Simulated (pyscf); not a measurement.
Single points on ωB97X-D3(BJ)/def2-SVP structures (PySCF, gas phase).

### Question
Estimate by transition-state theory the rate constant of H₃C–NH–Si(NH₂)(NH₂)–NH₂ + H• -> H₃C–NH–Si(NH•)(NH₂)–NH₂ + H₂ (doublet surface; H–N broken, H–H formed) at 900 K, with ωB97M-D3(BJ)/def2-TZVP energies (ideal gas, 1 atm, RRHO with modes under 100 cm⁻¹ raised to 100, one conformer, R ln 2 for chiral ones without a mode under 150 cm⁻¹; no tunnelling).

### Answer
The electronic barrier is 14.8 kcal/mol and the thermal terms add +20.6, so ΔG‡ = 35.3 kcal/mol. With k_BT/h = 1.88e+13 s⁻¹ and RT = 1.788 kcal/mol, and a volume of 1.23e-19 cm³ per molecule at 1 atm, k = 6.0e-15 cm³ molecule⁻¹ s⁻¹. Wigner's tunnelling factor for 1175i cm⁻¹ would be 1.15. A shift of 1 kcal/mol in the barrier changes k by a factor 1.7. H₃C–NH–Si(NH•)(NH₂)–NH₂ lies 7.7 kcal/mol over its isomer H₃C–N•–Si(NH₂)(NH₂)–NH₂ (electronic energy, ωB97M-D3(BJ)/def2-TZVP). This is the saddle that the search found; another between the same sides may lie lower. The angle at the transferred H is 157°.
